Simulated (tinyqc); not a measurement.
Worked calculation (part 1 of 3): UHF in the sto-6g basis, for CH2, spin multiplicity 3. Computed by tinyqc, a small Python program that keeps every step (integrals from PySCF). Settings: charge = 0, multiplicity = 3, basis = sto-6g, energy threshold = 1e-10, iteration cap = 62, orthogonalisation = symmetric, start = random, DIIS depth = 3, method = UHF. Command: `OMP_NUM_THREADS=1 python tinyqc.py 26593 26594 out.jsonl` (the two numbers bound the seeds that draw the settings). One thread of a shared host (Intel(R) Xeon(R) Processor @ 2.60GHz), about 0.2 s of CPU time with the checks. Later iterations appear only in the table of the cycle.

## One-electron integrals

Geometry (angstrom):
```
atom         x          y         z
C     0.000000   0.000000  0.000000
H     0.000000   1.071000  0.821000
H     0.000000  -1.071000  0.821000
```

Basis sto-6g: exponents (1/bohr^2) and contraction coefficients of normalised primitives:
```
element  l (shell)    exponent  coefficient
C            s (1)  742.737049     0.009164
C            s (1)  136.180025     0.049361
C            s (1)   38.098264     0.168538
C            s (1)   13.087782     0.370563
C            s (1)    5.082369     0.416492
C            s (1)    2.093200     0.130334
C            s (2)   30.497239    -0.013253
C            s (2)    6.036200    -0.046992
C            s (2)    1.876046    -0.033785
C            s (2)    0.721783     0.250242
C            s (2)    0.313471     0.595117
C            s (2)    0.143687     0.240706
C            p (3)   30.497239     0.003760
C            p (3)    6.036200     0.037679
C            p (3)    1.876046     0.173897
C            p (3)    0.721783     0.418036
C            p (3)    0.313471     0.425860
C            p (3)    0.143687     0.101708
H            s (1)   35.523221     0.009164
H            s (1)    6.513144     0.049361
H            s (1)    1.822143     0.168538
H            s (1)    0.625955     0.370563
H            s (1)    0.243077     0.416492
H            s (1)    0.100112     0.130334
```

Overlap, kinetic and nuclear-attraction integrals over the contracted functions; the nuclear repulsion is the sum of Za Zb / Rab.

nuclear repulsion = 4.95267658 hartree

overlap S:
```
           1C 1s     1C 2s    1C 2px     1C 2py    1C 2pz     2H 1s      3H 1s
1C 1s   1.000000  0.243228  0.000000   0.000000  0.000000  0.035673   0.035673
1C 2s   0.243228  1.000000  0.000000   0.000000  0.000000  0.354027   0.354027
1C 2px  0.000000  0.000000  1.000000   0.000000  0.000000  0.000000   0.000000
1C 2py  0.000000  0.000000  0.000000   1.000000  0.000000  0.293615  -0.293615
1C 2pz  0.000000  0.000000  0.000000   0.000000  1.000000  0.225077   0.225077
2H 1s   0.035673  0.354027  0.000000   0.293615  0.225077  1.000000   0.095272
3H 1s   0.035673  0.354027  0.000000  -0.293615  0.225077  0.095272   1.000000
```

kinetic energy T (hartree):
```
            1C 1s      1C 2s    1C 2px     1C 2py    1C 2pz      2H 1s      3H 1s
1C 1s   16.068641  -0.492789  0.000000   0.000000  0.000000  -0.009090  -0.009090
1C 2s   -0.492789   0.492405  0.000000   0.000000  0.000000   0.039763   0.039763
1C 2px   0.000000   0.000000  1.479234   0.000000  0.000000   0.000000   0.000000
1C 2py   0.000000   0.000000  0.000000   1.479234  0.000000   0.106586  -0.106586
1C 2pz   0.000000   0.000000  0.000000   0.000000  1.479234   0.081706   0.081706
2H 1s   -0.009090   0.039763  0.000000   0.106586  0.081706   0.768522  -0.012131
3H 1s   -0.009090   0.039763  0.000000  -0.106586  0.081706  -0.012131   0.768522
```

nuclear attraction V (hartree):
```
             1C 1s      1C 2s     1C 2px     1C 2py     1C 2pz      2H 1s      3H 1s
1C 1s   -34.792233  -3.809180   0.000000   0.000000  -0.014190  -0.627061  -0.627061
1C 2s    -3.809180  -5.937792   0.000000   0.000000  -0.149771  -1.678389  -1.678389
1C 2px    0.000000   0.000000  -5.883693   0.000000   0.000000   0.000000   0.000000
1C 2py    0.000000   0.000000   0.000000  -5.985471   0.000000  -1.279418   1.279418
1C 2pz   -0.014190  -0.149771   0.000000   0.000000  -5.943502  -1.009831  -1.009831
2H 1s    -0.627061  -1.678389   0.000000  -1.279418  -1.009831  -3.821797  -0.387721
3H 1s    -0.627061  -1.678389   0.000000   1.279418  -1.009831  -0.387721  -3.821797
```

core Hamiltonian H = T + V (hartree):
```
             1C 1s      1C 2s     1C 2px     1C 2py     1C 2pz      2H 1s      3H 1s
1C 1s   -18.723592  -4.301969   0.000000   0.000000  -0.014190  -0.636150  -0.636150
1C 2s    -4.301969  -5.445387   0.000000   0.000000  -0.149771  -1.638626  -1.638626
1C 2px    0.000000   0.000000  -4.404459   0.000000   0.000000   0.000000   0.000000
1C 2py    0.000000   0.000000   0.000000  -4.506237   0.000000  -1.172833   1.172833
1C 2pz   -0.014190  -0.149771   0.000000   0.000000  -4.464267  -0.928125  -0.928125
2H 1s    -0.636150  -1.638626   0.000000  -1.172833  -0.928125  -3.053275  -0.399852
3H 1s    -0.636150  -1.638626   0.000000   1.172833  -0.928125  -0.399852  -3.053275
```

## Two-electron integrals

Functions are numbered as in S; the eight-fold symmetry (ij|kl) = (ji|kl) = (kl|ij) leaves the list below.

Two-electron integrals (ij|kl) in chemists' order, unique and non-zero (hartree):
```
(11|11) 3.543743    (21|11) 0.529462    (21|21) 0.100317    (22|11) 0.853596
(22|21) 0.199930    (22|22) 0.624844    (31|31) 0.021271    (32|31) 0.031868
(32|32) 0.138108    (33|11) 0.853598    (33|21) 0.199930    (33|22) 0.624843
(33|33) 0.673218    (41|41) 0.021271    (42|41) 0.031868    (42|42) 0.138108
(43|43) 0.036281    (44|11) 0.853598    (44|21) 0.199930    (44|22) 0.624843
(44|33) 0.600655    (44|44) 0.673218    (51|51) 0.021271    (52|51) 0.031868
(52|52) 0.138108    (53|53) 0.036281    (54|54) 0.036281    (55|11) 0.853598
(55|21) 0.199930    (55|22) 0.624843    (55|33) 0.600655    (55|44) 0.600655
(55|55) 0.673218    (61|11) 0.081523    (61|21) 0.014886    (61|22) 0.029240
(61|33) 0.029131    (61|41) 0.000775    (61|42) 0.001513    (61|44) 0.029336
(61|51) 0.000594    (61|52) 0.001160    (61|54) 0.000158    (61|55) 0.029252
(61|61) 0.002271    (62|11) 0.218070    (62|21) 0.051959    (62|22) 0.181745
(62|33) 0.177243    (62|41) 0.004191    (62|42) 0.029272    (62|44) 0.185749
(62|51) 0.003213    (62|52) 0.022439    (62|54) 0.006520    (62|55) 0.182241
(62|61) 0.007982    (62|62) 0.073588    (63|31) 0.005242    (63|32) 0.027711
(63|43) 0.005544    (63|53) 0.004250    (63|63) 0.008329    (64|11) 0.157080
(64|21) 0.037912    (64|22) 0.140213    (64|33) 0.133382    (64|41) 0.007819
(64|42) 0.048149    (64|44) 0.150393    (64|51) 0.001975    (64|52) 0.015667
(64|54) 0.008790    (64|55) 0.136862    (64|61) 0.006073    (64|62) 0.067191
(64|64) 0.068517    (65|11) 0.120413    (65|21) 0.029062    (65|22) 0.107483
(65|33) 0.102247    (65|41) 0.001975    (65|42) 0.015667    (65|44) 0.106787
(65|51) 0.006756    (65|52) 0.039721    (65|54) 0.009024    (65|55) 0.113416
(65|61) 0.004655    (65|62) 0.051507    (65|64) 0.046139    (65|65) 0.043697
(66|11) 0.388986    (66|21) 0.094431    (66|22) 0.376307    (66|33) 0.357574
(66|41) 0.008676    (66|42) 0.083237    (66|44) 0.392970    (66|51) 0.006651
(66|52) 0.063807    (66|54) 0.027134    (66|55) 0.378374    (66|61) 0.014683
(66|62) 0.202366    (66|64) 0.203035    (66|65) 0.155641    (66|66) 0.774999
(71|11) 0.081523    (71|21) 0.014886    (71|22) 0.029240    (71|33) 0.029131
(71|41) -0.000775   (71|42) -0.001513   (71|44) 0.029336    (71|51) 0.000594
(71|52) 0.001160    (71|54) -0.000158   (71|55) 0.029252    (71|61) 0.002208
(71|62) 0.007510    (71|64) 0.005233    (71|65) 0.004391    (71|66) 0.013626
(71|71) 0.002271    (72|11) 0.218070    (72|21) 0.051959    (72|22) 0.181745
(72|33) 0.177243    (72|41) -0.004191   (72|42) -0.029272   (72|44) 0.185749
(72|51) 0.003213    (72|52) 0.022439    (72|54) -0.006520   (72|55) 0.182241
(72|61) 0.007510    (72|62) 0.051886    (72|64) 0.034490    (72|65) 0.035448
(72|66) 0.110074    (72|71) 0.007982    (72|72) 0.073588    (73|31) 0.005242
(73|32) 0.027711    (73|43) -0.005544   (73|53) 0.004250    (73|63) 0.005460
(73|73) 0.008329    (74|11) -0.157080   (74|21) -0.037912   (74|22) -0.140213
(74|33) -0.133382   (74|41) 0.007819    (74|42) 0.048149    (74|44) -0.150393
(74|51) -0.001975   (74|52) -0.015667   (74|54) 0.008790    (74|55) -0.136862
(74|61) -0.005233   (74|62) -0.034490   (74|64) -0.018358   (74|65) -0.023157
(74|66) -0.069416   (74|71) -0.006073   (74|72) -0.067191   (74|74) 0.068517
(75|11) 0.120413    (75|21) 0.029062    (75|22) 0.107483    (75|33) 0.102247
(75|41) -0.001975   (75|42) -0.015667   (75|44) 0.106787    (75|51) 0.006756
(75|52) 0.039721    (75|54) -0.009024   (75|55) 0.113416    (75|61) 0.004391
(75|62) 0.035448    (75|64) 0.023157    (75|65) 0.029162    (75|66) 0.079247
(75|71) 0.004655    (75|72) 0.051507    (75|74) -0.046139   (75|75) 0.043697
(76|11) 0.047972    (76|21) 0.011517    (76|22) 0.042670    (76|33) 0.041348
(76|44) 0.042397    (76|51) 0.001110    (76|52) 0.008668    (76|55) 0.044266
(76|61) 0.001734    (76|62) 0.016022    (76|64) 0.012751    (76|65) 0.012275
(76|66) 0.042660    (76|71) 0.001734    (76|72) 0.016022    (76|74) -0.012751
(76|75) 0.012275    (76|76) 0.004478    (77|11) 0.388986    (77|21) 0.094431
(77|22) 0.376307    (77|33) 0.357574    (77|41) -0.008676   (77|42) -0.083237
(77|44) 0.392970    (77|51) 0.006651    (77|52) 0.063807    (77|54) -0.027134
(77|55) 0.378374    (77|61) 0.013626    (77|62) 0.110074    (77|64) 0.069416
(77|65) 0.079247    (77|66) 0.246532    (77|71) 0.014683    (77|72) 0.202366
(77|74) -0.203035   (77|75) 0.155641    (77|76) 0.042660    (77|77) 0.774999
```

## Orthogonalisation

S = U s U^T; symmetric (Loewdin) form X = U s^(-1/2) U^T, so that X^T S X = 1.

eigenvalues of S: 0.426213  0.534406  0.865904  1.000000  1.112853  1.370322  1.690302

X:
```
            1C 1s      1C 2s    1C 2px     1C 2py     1C 2pz      2H 1s      3H 1s
1C 1s    1.024869  -0.139597  0.000000   0.000000  -0.008191   0.019470   0.019470
1C 2s   -0.139597   1.144676  0.000000   0.000000   0.075343  -0.215219  -0.215219
1C 2px   0.000000   0.000000  1.000000   0.000000   0.000000   0.000000   0.000000
1C 2py   0.000000   0.000000  0.000000   1.081822   0.000000  -0.180428   0.180428
1C 2pz  -0.008191   0.075343  0.000000   0.000000   1.046733  -0.134014  -0.134014
2H 1s    0.019470  -0.215219  0.000000  -0.180428  -0.134014   1.123792  -0.016575
3H 1s    0.019470  -0.215219  0.000000   0.180428  -0.134014  -0.016575   1.123792
```

## Starting guess

The start is random orthonormal orbitals; D(s) = C_occ C_occ^T for each spin.

D(alpha) at the start:
```
            1C 1s      1C 2s     1C 2px     1C 2py     1C 2pz      2H 1s      3H 1s
1C 1s    0.420971  -0.268983  -0.294276  -0.332615  -0.062597   0.076996  -0.232244
1C 2s   -0.268983   1.393671  -0.110917   0.097320   0.190496  -0.442908  -0.373245
1C 2px  -0.294276  -0.110917   0.328847   0.160372  -0.159676   0.228290   0.291482
1C 2py  -0.332615   0.097320   0.160372   0.885307   0.069203  -0.529595  -0.003560
1C 2pz  -0.062597   0.190496  -0.159676   0.069203   1.096232  -0.243344  -0.202346
2H 1s    0.076996  -0.442908   0.228290  -0.529595  -0.243344   1.265134  -0.183872
3H 1s   -0.232244  -0.373245   0.291482  -0.003560  -0.202346  -0.183872   0.874211
```

D(beta) at the start:
```
            1C 1s      1C 2s     1C 2px     1C 2py     1C 2pz      2H 1s      3H 1s
1C 1s    0.369254  -0.167886  -0.261609  -0.443925  -0.034577   0.096797  -0.128099
1C 2s   -0.167886   1.053481  -0.162106   0.266004   0.431272  -0.297953  -0.641476
1C 2px  -0.261609  -0.162106   0.307087   0.235027  -0.203638   0.199462   0.231443
1C 2py  -0.443925   0.266004   0.235027   0.628958   0.230899  -0.423973   0.198416
1C 2pz  -0.034577   0.431272  -0.203638   0.230899   0.468346  -0.634821  -0.124755
2H 1s    0.096797  -0.297953   0.199462  -0.423973  -0.634821   1.020947  -0.140465
3H 1s   -0.128099  -0.641476   0.231443   0.198416  -0.124755  -0.140465   0.635173
```

## Iteration 1: building the Fock matrix

J_ij = sum D_kl (ij|kl) with D = D(alpha) + D(beta), K_ij = sum D_kl (ik|jl) for each spin; F = H + J - K(s); E = tr D H + tr D J / 2 - 0.5 sum_s tr D(s) K(s) + E_nn.

Coulomb J (hartree):
```
            1C 1s      1C 2s     1C 2px     1C 2py     1C 2pz      2H 1s      3H 1s
1C 1s    7.595670   1.568514  -0.031082  -0.014057   0.027693   0.233470   0.233908
1C 2s    1.568514   4.520484  -0.058155   0.042831   0.191149   1.442923   1.388819
1C 2px  -0.031082  -0.058155   4.450691   0.027636  -0.018282  -0.006828  -0.015051
1C 2py  -0.014057   0.042831   0.027636   4.568132   0.023306   1.163468  -1.086079
1C 2pz   0.027693   0.191149  -0.018282   0.023306   4.542619   0.923591   0.878602
2H 1s    0.233470   1.442923  -0.006828   1.163468   0.923591   3.550284   0.345814
3H 1s    0.233908   1.388819  -0.015051  -1.086079   0.878602   0.345814   3.248508
```

exchange K(alpha) (hartree):
```
            1C 1s      1C 2s     1C 2px     1C 2py     1C 2pz      2H 1s      3H 1s
1C 1s    1.349024   0.225495  -0.265297  -0.239890  -0.062885  -0.017853  -0.015421
1C 2s    0.225495   0.899339  -0.046307  -0.100983   0.006340   0.260385   0.276917
1C 2px  -0.265297  -0.046307   0.436895   0.093368  -0.046349   0.069602   0.045207
1C 2py  -0.239890  -0.100983   0.093368   0.738247  -0.006449   0.154049  -0.302405
1C 2pz  -0.062885   0.006340  -0.046349  -0.006449   0.871576   0.181840   0.171574
2H 1s   -0.017853   0.260385   0.069602   0.154049   0.181840   0.728066   0.028498
3H 1s   -0.015421   0.276917   0.045207  -0.302405   0.171574   0.028498   0.655807
```

exchange K(beta) (hartree):
```
            1C 1s      1C 2s     1C 2px     1C 2py     1C 2pz      2H 1s      3H 1s
1C 1s    1.234520   0.211401  -0.251638  -0.284798   0.015336  -0.003226   0.009823
1C 2s    0.211401   0.514172  -0.096004   0.129584   0.090897   0.206731   0.002416
1C 2px  -0.251638  -0.096004   0.335705   0.145254  -0.083814   0.052565  -0.002533
1C 2py  -0.284798   0.129584   0.145254   0.421323   0.076038   0.164628  -0.027245
1C 2pz   0.015336   0.090897  -0.083814   0.076038   0.297501   0.004201   0.045431
2H 1s   -0.003226   0.206731   0.052565   0.164628   0.004201   0.513137  -0.030783
3H 1s    0.009823   0.002416  -0.002533  -0.027245   0.045431  -0.030783   0.222312
```

F(alpha) (hartree):
```
             1C 1s      1C 2s     1C 2px     1C 2py     1C 2pz      2H 1s      3H 1s
1C 1s   -12.476946  -2.958950   0.234215   0.225833   0.076389  -0.384827  -0.386821
1C 2s    -2.958950  -1.824242  -0.011847   0.143814   0.035039  -0.456089  -0.526724
1C 2px    0.234215  -0.011847  -0.390663  -0.065732   0.028067  -0.076431  -0.060258
1C 2py    0.225833   0.143814  -0.065732  -0.676352   0.029755  -0.163414   0.389158
1C 2pz    0.076389   0.035039   0.028067   0.029755  -0.793225  -0.186375  -0.221097
2H 1s    -0.384827  -0.456089  -0.076431  -0.163414  -0.186375  -0.231057  -0.082536
3H 1s    -0.386821  -0.526724  -0.060258   0.389158  -0.221097  -0.082536  -0.460574
```

F(beta) (hartree):
```
             1C 1s      1C 2s     1C 2px     1C 2py     1C 2pz      2H 1s      3H 1s
1C 1s   -12.362443  -2.944856   0.220556   0.270741  -0.001833  -0.399455  -0.412065
1C 2s    -2.944856  -1.439075   0.037849  -0.086752  -0.049519  -0.402435  -0.252223
1C 2px    0.220556   0.037849  -0.289473  -0.117618   0.065532  -0.059393  -0.012518
1C 2py    0.270741  -0.086752  -0.117618  -0.359428  -0.052732  -0.173993   0.113998
1C 2pz   -0.001833  -0.049519   0.065532  -0.052732  -0.219150  -0.008736  -0.094954
2H 1s    -0.399455  -0.402435  -0.059393  -0.173993  -0.008736  -0.016128  -0.023255
3H 1s    -0.412065  -0.252223  -0.012518   0.113998  -0.094954  -0.023255  -0.027080
```

total energy of this density = -22.25682221 hartree

## Iteration 1: diagonalisation and new density

Diagonalise F' = X^T F X, C = X C', fill 5 alpha and 3 beta electrons from the bottom; D(s) = C_occ C_occ^T. Each column has its largest component positive (the first on a tie).

F' = X^T F X (alpha) (hartree):
```
            1          2          3          4          5          6          7
1  -12.321036  -1.323456   0.238802   0.233815   0.055438  -0.059042   0.022874
2   -1.323456  -1.276432  -0.014724   0.087753   0.077789  -0.196435  -0.203670
3    0.238802  -0.014724  -0.390663  -0.068192   0.044886  -0.069685  -0.074962
4    0.233815   0.087753  -0.068192  -0.592989   0.008721  -0.089839   0.255455
5    0.055438   0.077789   0.044886   0.008721  -0.755335  -0.112601  -0.121457
6   -0.059042  -0.196435  -0.069685  -0.089839  -0.112601  -0.052881   0.017921
7    0.022874  -0.203670  -0.074962   0.255455  -0.121457   0.017921  -0.229328
```

orbital energies (alpha) (hartree): MO1 -12.487818, MO2 -1.215052, MO3 -0.817279, MO4 -0.689412, MO5 -0.403597, MO6 -0.050589, MO7 0.045082

coefficients C (alpha):
```
              MO1        MO2        MO3        MO4        MO5        MO6        MO7
1C 1s    1.001102  -0.240328   0.015491  -0.028092   0.064600   0.024937   0.069881
1C 2s   -0.005933   1.006638  -0.099832   0.227336  -0.257177  -0.117257  -0.522677
1C 2px  -0.019509   0.072529  -0.093634   0.129074   0.946549  -0.163348  -0.215160
1C 2py  -0.023188  -0.152363  -0.332347   0.780050  -0.016150   0.700663  -0.039659
1C 2pz  -0.005730  -0.034508   0.870245   0.444896  -0.083009  -0.114820  -0.400945
2H 1s    0.005480  -0.019435   0.017091   0.059913   0.124302  -0.575129   1.004928
3H 1s   -0.008648   0.035015   0.163131  -0.233634   0.326106   0.953552   0.512143
```

F' = X^T F X (beta) (hartree):
```
            1          2          3          4          5          6          7
1  -12.199316  -1.365535   0.218821   0.306456  -0.008276  -0.074067  -0.007923
2   -1.365535  -0.922116   0.032950  -0.108051  -0.040042  -0.204656  -0.057537
3    0.218821   0.032950  -0.289473  -0.118784   0.079277  -0.057951  -0.046939
4    0.306456  -0.108051  -0.118784  -0.308118  -0.074443  -0.124473   0.109930
5   -0.008276  -0.040042   0.079277  -0.074443  -0.214336   0.016667  -0.091727
6   -0.074067  -0.204656  -0.057951  -0.124473   0.016667   0.153257   0.024321
7   -0.007923  -0.057537  -0.046939   0.109930  -0.091727   0.024321   0.089898
```

orbital energies (beta) (hartree): MO1 -12.374242, MO2 -0.857200, MO3 -0.405015, MO4 -0.285231, MO5 -0.166663, MO6 0.179054, MO7 0.219093

coefficients C (beta):
```
              MO1        MO2        MO3        MO4        MO5        MO6        MO7
1C 1s    1.000808  -0.228427   0.095180   0.055651  -0.006424   0.037735   0.057036
1C 2s   -0.004933   1.015847  -0.310033  -0.182052   0.003425  -0.249373  -0.452385
1C 2px  -0.018498   0.063190   0.715477  -0.323211   0.571733  -0.205735  -0.100434
1C 2py  -0.027354   0.296406   0.590625   0.572041  -0.299038   0.552475  -0.275900
1C 2pz   0.000692   0.122387  -0.221620   0.774825   0.525582  -0.418988  -0.145180
2H 1s    0.006472  -0.021313   0.126221  -0.162514  -0.113336  -0.178574   1.128194
3H 1s   -0.009302  -0.130520   0.034896  -0.007948   0.387013   1.073995   0.196847
```

D(alpha) after iteration 1:
```
            1C 1s      1C 2s     1C 2px     1C 2py     1C 2pz      2H 1s      3H 1s
1C 1s    1.065164  -0.272409   0.019109  -0.014701  -0.001823   0.016768   0.013084
1C 2s   -0.272409   1.141144  -0.131613   0.061429   0.000908  -0.039650  -0.117968
1C 2px   0.019109  -0.131613   0.927024   0.105919  -0.105023   0.122274   0.265953
1C 2py  -0.014701   0.061429   0.105919   0.742945   0.064549   0.041882  -0.246863
1C 2pz  -0.001823   0.000908  -0.105023   0.064549   0.963372   0.031850   0.009793
2H 1s    0.016768  -0.039650   0.122274   0.041882   0.031850   0.019740   0.028598
3H 1s    0.013084  -0.117968   0.265953  -0.246863   0.009793   0.028598   0.188843
```

D(beta) after iteration 1:
```
            1C 1s      1C 2s     1C 2px     1C 2py     1C 2pz      2H 1s      3H 1s
1C 1s    1.062854  -0.266493   0.035152  -0.038867  -0.048357   0.023359   0.023826
1C 2s   -0.266493   1.128091  -0.157539   0.118125   0.193033  -0.060816  -0.143361
1C 2px   0.035152  -0.157539   0.516242   0.441814  -0.150843   0.088842   0.016892
1C 2py  -0.038867   0.118125   0.441814   0.437442  -0.094637   0.068055  -0.017822
1C 2pz  -0.048357   0.193033  -0.150843  -0.094637   0.064094  -0.030577  -0.023714
2H 1s    0.023359  -0.060816   0.088842   0.068055  -0.030577   0.016428   0.007126
3H 1s    0.023826  -0.143361   0.016892  -0.017822  -0.023714   0.007126   0.018340
```
